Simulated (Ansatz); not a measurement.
Reaction (ligand exchange at the Si–O bond): `BO[SiH3]` + H₂S → `[SiH3]S` + `BO`

Isolated molecules relaxed with PBE0-D4/def2-TZVP in Ansatz; ΔE leaves out vibrations. CBS: MP2 limit from def2 TZ/QZ plus the TZ coupled-cluster correction, frozen cores. This one scheme is used for every species. Functionals use def2-TZVPP. B3LYP here is the variant with VWN-RPA as its local correlation; programs differ in this. HSE06 is defined as in plane-wave codes.

```tsv
level	ΔE (kJ/mol)	difference from CCSD(T)/CBS
LDA (SPW92)	14.1	-12.4
PBE-D4	10.6	-15.9
revPBE-D4	10.5	-16.0
BLYP-D4	25.6	-0.9
r2SCAN-D4	21.0	-5.5
B97M-V	24.4	-2.1
PBE0-D4	14.7	-11.8
r2SCANh-D4	21.6	-4.9
r2SCAN0-D4	22.5	-4.0
HSE06-D4	14.4	-12.1
BHLYP-D4	33.7	7.2
CAM-B3LYP-D4	32.8	6.3
ωB97X-V	25.5	-1.0
ωB97M-V	25.1	-1.4
B2PLYP	28.9	2.4
PBE-QIDH	21.0	-5.5
PBE	10.5	-16.0
revPBE	9.1	-17.4
BLYP	25.4	-1.1
r2SCAN	20.8	-5.7
PBE0	14.6	-11.9
B3LYP	28.0	1.5
r2SCAN0	22.3	-4.2
HSE06	14.3	-12.2
BHLYP	34.3	7.8
CAM-B3LYP	32.7	6.2
HF/def2-SVP	32.1	5.6
MP2/def2-SVP	21.5	-5.0
CCSD/def2-SVP	23.6	-2.9
CCSD(T)/def2-SVP	22.1	-4.4
MP2/def2-TZVPP	26.6	0.1
SCS-MP2/def2-TZVPP	31.6	5.1
CCSD/def2-TZVPP	30.8	4.3
CCSD(T)/def2-TZVPP	28.0	1.5
HF/def2-QZVPP	44.7	18.2
MP2/def2-QZVPP	26.4	-0.1
SCS-MP2/def2-QZVPP	31.2	4.7
HF/CBS(def2)	45.0	18.5
MP2/CBS(def2)	25.1	-1.4
CCSD/CBS(def2)	29.3	2.8
CCSD(T)/CBS	26.5	0
```

Largest T1 diagnostic among the species: 0.014.

At CCSD(T), def2-SVP lies −4.4 kJ/mol from the extrapolated value and def2-TZVPP +1.5 kJ/mol. From PBE to PBE0 (25 % exact exchange), in def2-TZVPP and without D4, ΔE moves by +4.1 kJ/mol.
